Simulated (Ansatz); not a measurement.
**BSiH3 (quintet): wave-function methods side by side, cc-pVDZ**

One table from this session's results is given with a row withheld; the runs are named, their logs left out.

The runs use Ansatz 0.2.0, Gaussian basis; cc-pVDZ, core rule «outside noble gas», up to 6 orbitals frozen.

To be run: UHF; CCSD(T) on ROHF; CCSD(T) on UHF; BCCD(T) on ROHF; CISD; CCSDT(Q) on ROHF; CCSDT(Q) on UHF.

23 further runs of the same task are left out: 3 for a known fault of the program, 7 that didn't finish, 13 set aside as unsound or not needed.

## The system

The geometry is a PBE0/def2-TZVP stationary point (not a proven minimum) of the parent state, kept for this charge and spin.

5 atoms, charge 0, spin multiplicity 5.

Atoms are counted from 1 here; the program's logs count them from 0.

Bond lengths: Si1–B2 1.937 Å, Si1–H3 1.498 Å, B2–H4 1.198 Å, B2–H5 1.192 Å. Angles: B2–Si1–H3 122.8°, Si1–B2–H4 117.0°, Si1–B2–H5 121.4°, H4–B2–H5 121.6°.

The first run:

Contents of in.yaml:

```yaml
crystal:
  periodic: [false, false, false]
  atoms:
    - {symbol: Si, position_ang: [0.000000, -0.085926, 0.595821]}
    - {symbol: B, position_ang: [0.000000, 0.089951, -1.333031]}
    - {symbol: H, position_ang: [0.000000, 1.095005, 1.517690]}
    - {symbol: H, position_ang: [0.000000, 1.201588, -1.778382]}
    - {symbol: H, position_ang: [0.000000, -0.867120, -2.043536]}
basis:
  gaussian: {orbitals: cc-pVDZ}
magnetization: {spin_polarized: true, initial_magnetization: 4}
hamiltonian: {xc: hf}
output: {orbitals: {seedname: orbitals}}
```

The run is started by

```console
$ ansatz run in.yaml --threads 1 --pin off --events-out ev --progress --plain --max-ram 2393MiB
```

Steps of the session up to this table: UHF; CCSD(T) on ROHF; CCSD(T) on UHF; BCCD(T) on ROHF; CISD; CCSDT(Q) on ROHF; CCSDT(Q) on UHF.

One of the session's tables, all rows but one given; the rest of the session is left out.

| method | from UCCSDT(Q) (meV) |
| --- | --- |
| ROHF | +5098.1 |
| UHF | ? |
| RMP2 | +1215.2 |
| UMP2 | +1206.1 |
| CISD | +463.8 |
| RCCSD | +179.0 |
| UCCSD | +175.9 |
| RCCSD(T) | +41.6 |
| UCCSD(T) | +40.8 |
| BCCD(T) | +41.7 |
| RCCSDT | +6.3 |
| UCCSDT | +5.4 |
| RCCSDT(Q) | +1.4 |
| UCCSDT(Q) | 0 |

Estimate the missing values for UHF.

**Answer.** from UCCSDT(Q) (meV): +4987.1. In the column «from UCCSDT(Q) (meV)» it lies between RMP2 (+1215.2) and ROHF (+5098.1).

Caveats from the session: Restricted and unrestricted rows rest on different reference determinants; where their highest levels disagree by more than a few hundredths of an eV, they describe different states and don't form one ladder.
